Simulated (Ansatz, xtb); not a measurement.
## Relative energy of two isomers of C4H3NO

Structure I: `C=C(C#N)C=O`, a singlet. Structure II: `O=C1C=CC=N1`, a singlet. Both are isolated molecules in the gas phase, relaxed with r2SCAN-D4/def2-SVP; each stands in its lowest conformer found.

I (Å):

```xyz
9

C    -1.1969   -0.6011    0.3683
C    -0.1827    0.1519   -0.1071
C    -0.0692    0.5325   -1.4808
C     0.8966    0.6287    0.8326
N     0.0764    0.8733   -2.5859
O     0.8975    0.3651    2.0086
H    -1.2017   -0.8438    1.4356
H    -1.9998   -0.9683   -0.2744
H     1.6984    1.2467    0.3565
```

II (Å):

```yaml
atoms:
  - { symbol: C, position_ang: [-0.1225, 0.8881, -0.9819] }
  - { symbol: C, position_ang: [-1.1513, 0.3235, -0.0240] }
  - { symbol: C, position_ang: [-0.4591, -0.3783, 0.8861] }
  - { symbol: C, position_ang: [0.9861, -0.2492, 0.4949] }
  - { symbol: N, position_ang: [1.1974, 0.4602, -0.5548] }
  - { symbol: O, position_ang: [-0.3278, 1.5777, -1.9438] }
  - { symbol: H, position_ang: [-2.2237, 0.4928, -0.1146] }
  - { symbol: H, position_ang: [-0.8311, -0.9394, 1.7454] }
  - { symbol: H, position_ang: [1.8103, -0.7167, 1.0494] }
```

Energies in hartree; the thermal terms are from r2SCAN-D4/def2-SVP harmonic frequencies (ideal gas, rigid rotor, one conformer each, 298.15 K, 1 atm) and include the zero-point energy:

```
                              I           II
E, CCSD(T)/def2-SVP  −283.175922  −283.173446
    E, MP2/def2-SVP  −283.111829  −283.107250
  E, MP2/def2-TZVPP  −283.624924  −283.625060
  zero-point energy     0.059976     0.062428
       H(298 K) − E     0.066770     0.067902
       G(298 K) − E     0.030524     0.034657
```

Question: Correct the CCSD(T) difference for the basis set by the MP2 change, then work out ΔE, ΔE₀, ΔH and ΔG for I → II in kcal/mol (1 Eh = 627.51 kcal/mol) and the equilibrium ratio [II]/[I].

Answer: 1. Differences II − I: CCSD(T) +0.002476, MP2 in the small set +0.004579, MP2 in the large set −0.000136 Eh.
2. ΔE = +0.002476 + (−0.000136 − (+0.004579)) = −0.002239 Eh = −1.40 kcal/mol.
3. ΔE₀ = ΔE + ΔZPE = −0.002239 + (+0.002452) Eh = +0.13 kcal/mol.
4. ΔH = ΔE + (+0.001132) Eh = −0.69 kcal/mol.
5. ΔG = ΔE + (+0.004133) Eh = +1.19 kcal/mol, so ΔS = (ΔH − ΔG)/T = −26.4 J/(mol K).
6. kT = 0.9442 mEh, so K = [II]/[I] = exp(−ΔG/kT) = exp(−2.01) ≈ 0.13.

The sums favour I, but ΔE leans on the basis-set step (CCSD(T) alone has the other sign or is under 1 kcal/mol), so the order isn't settled. An error of 1 kcal/mol in ΔG would change K by a factor of 5.4. HF/def2-SVP, MP2/def2-SVP, CCSD(T)/def2-SVP gave ΔE the other sign. Mirror images and further conformers aren't counted.

As drawn, II has 1 C=N, 1 C–N in place of 1 C≡N. Structure I has no ring, II a 5-membered ring.

Other levels gave ΔE = −20.1 (GFN2-xTB); −7.5 (HF/STO-3G, GFN2-xTB geometries); −6.3 (r2SCAN-D4/def2-SVP//GFN2-xTB); −6.3 (r2SCAN-D4/def2-SVP); +1.8 (HF/def2-SVP); +2.9 (MP2/def2-SVP); +1.6 (CCSD(T)/def2-SVP) kcal/mol. The correlated steps freeze 6 core orbitals. Programs: Ansatz 0.2.0, xtb 6.7.1.
